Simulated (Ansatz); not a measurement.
Compare A (`CCC1=CS1`) with its isomer B (`CC(C)=C=S`).

Computed with Ansatz on PBE0-D4/def2-TZVP structures; ΔE is electronic, products minus reactants. CCSD(T)/CBS is the MP2 limit (def2-TZVPP, def2-QZVPP) plus CCSD(T) − MP2 in def2-TZVPP, frozen cores. DFT in def2-TZVPP. B3LYP here is the variant with VWN-RPA as its local correlation; programs differ in this. One conformer a species, not always the lowest.

(1) Which isomer does CCSD(T)/CBS put lower? Give the gap. (Estimate.)

(2) Give E(B) − E(A) in kJ/mol with CCSD/def2-TZVPP, B3LYP, ωB97M-V, PBE0-D4, B2PLYP, MP2/def2-TZVPP, r2SCAN-D4. (An estimate is asked.)

Largest T1 diagnostic: 0.015.

Answers

(1) Ansatz gave: B, by 115.7 kJ/mol.

(2) Ansatz gave: CCSD/def2-TZVPP -120.9, B3LYP -133.8, ωB97M-V -116.1, PBE0-D4 -118.4, B2PLYP -130.1, MP2/def2-TZVPP -117.4, r2SCAN-D4 -132.6. None reverses the order clearly.

From PBE to PBE0 (25 % exact exchange), in def2-TZVPP and without D4, E(B) − E(A) moves by +6.8 kJ/mol. In def2-TZVPP, CCSD(T) changes the Hartree–Fock value by +5.1 kJ/mol (the triples alone add −2.1 kJ/mol) and MP2 by +10.6 kJ/mol.
